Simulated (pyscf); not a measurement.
Optimised with ωB97X-D3(BJ)/def2-SVP in PySCF.

Problem. Estimate by transition-state theory (the high-pressure limit) the rate constant of O=Ta(OH)(OH)–OH + H₂ → HO–TaH(OH)(OH)–OH (singlet surface; H–H broken, H–O, H–Ta formed) at 1200 K, with ωB97M-D3(BJ)/def2-TZVP energies (ideal gas, 1 atm, RRHO with modes under 100 cm⁻¹ raised to 100, one conformer, R ln 2 for chiral ones without a mode under 150 cm⁻¹; no tunnelling).

Solution. The electronic barrier is 30.9 kcal/mol and the thermal terms add +33.6, so ΔG‡ = 64.5 kcal/mol. With k_BT/h = 2.50e+13 s⁻¹ and RT = 2.385 kcal/mol, and a volume of 1.64e-19 cm³ per molecule at 1 atm, k = 7.3e-18 cm³ molecule⁻¹ s⁻¹. The product is born with the 24 kcal/mol of the reverse barrier and needs collisions to keep. Wigner's tunnelling factor for 1487i cm⁻¹ would be 1.13. A shift of 1 kcal/mol in the barrier changes k by a factor 1.5. At the saddle there is also a short H–Ta contact that neither side keeps. This is the saddle that the search found; another between the same sides may lie lower. Elements past Kr carry the def2 core potentials, without spin-orbit coupling.
